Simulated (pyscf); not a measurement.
Thermochemistry of product channels of F–WH(F)(F)(F)–F on the singlet surface, in kcal/mol, from ωB97M-D3(BJ)/def2-TZVP energies (ideal gas, 1 atm, RRHO with modes under 100 cm⁻¹ raised to 100, one conformer, R ln 2 for rigid chiral ones). Single points on ωB97X-D3(BJ)/def2-SVP structures (PySCF, gas phase).

```json
[
 {"products": "hydrogen fluoride (HF) + F–W(F)(F)–F [singlet]", "ΔE": "+19.0", "ΔH(298 K)": "+18.6", "ΔG(298 K)": "+7.9", "ΔG(600 K)": "-2.9"},
 {"products": "fluorine (F–F) + F–WH(F)–F [singlet]", "ΔE": "+182.1", "ΔH(298 K)": "+180.0", "ΔG(298 K)": "+167.7", "ΔG(600 K)": "+155.3"}
]
```

The channel to HF + F–W(F)(F)–F [singlet] turns favourable between 298 and 1200 K (ΔG from +7.9 kcal/mol to -24.0 kcal/mol).

These are energies of the channels, which say nothing of barriers. F–WH(F)–F [singlet] is an excited spin state, 10.2 kcal/mol over the triplet at ωB97X-D3(BJ). A restricted singlet here is unstable towards spin polarisation, as is usual where a triplet lies low; its energy is less safe. Elements past Kr carry the def2 core potentials, without spin-orbit coupling.
